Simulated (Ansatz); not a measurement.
Geometry optimisation, UKS PBE0-D4/def2-SVP in Ansatz.

The input (input.yaml):

```yaml
crystal:
  periodic: [false, false, false]
  atoms:
    - { symbol: C, position_ang: [-0.66614, 0.40083, -0.31031] }
    - { symbol: Si, position_ang: [0.95524, -0.55339, -0.11366] }
    - { symbol: F, position_ang: [0.64681, -1.76974, 0.92613] }
    - { symbol: H, position_ang: [-1.44276, -0.21544, -0.756] }
    - { symbol: H, position_ang: [-0.53629, 1.27905, -0.93439] }
    - { symbol: H, position_ang: [-1.02495, 0.72958, 0.66445] }
    - { symbol: H, position_ang: [2.06809, 0.12912, 0.52378] }
magnetization:
  spin_polarized: true
  initial_magnetization: 1
basis:
  gaussian: { orbitals: def2-SVP }
hamiltonian:
  xc: pbe0
  dispersion: d4
relax:
  f_tol: 0.02
  max_steps: 40
```

Launched with:

```bash
$ ansatz run input.yaml --threads 1 --pin off --max-ram 2048MiB --backend cpu --events-out ev --progress --plain --runs-dir out
```

Task: Where does it end, and by what steps?

Result: The forces met the threshold. After 4 steps the energy has fallen by 0.070 eV; H7 moved furthest, 0.12 Å.

```
step  energy less start (eV)  largest force component (eV/Å)  accepted
   0                  0.0000                           0.929       yes
   1                 -0.0643                           0.230       yes
   2                 -0.0693                           0.053       yes
   3                 -0.0698                           0.049       yes
   4                 -0.0700                           0.015       yes
```

```xyz
7
Properties=species:S:1:pos:R:3
C -0.652 0.394 -0.301
Si 0.928 -0.592 -0.108
F 0.636 -1.841 0.906
H -1.453 -0.216 -0.745
H -0.481 1.267 -0.950
H -0.994 0.752 0.684
H 2.016 0.237 0.513
```

Whether the end is a true minimum wasn't checked by a vibrational analysis.

Time of the run: 27 s on 1 thread of Arm Neoverse N1, on a shared host, peak memory 0.15 GiB.
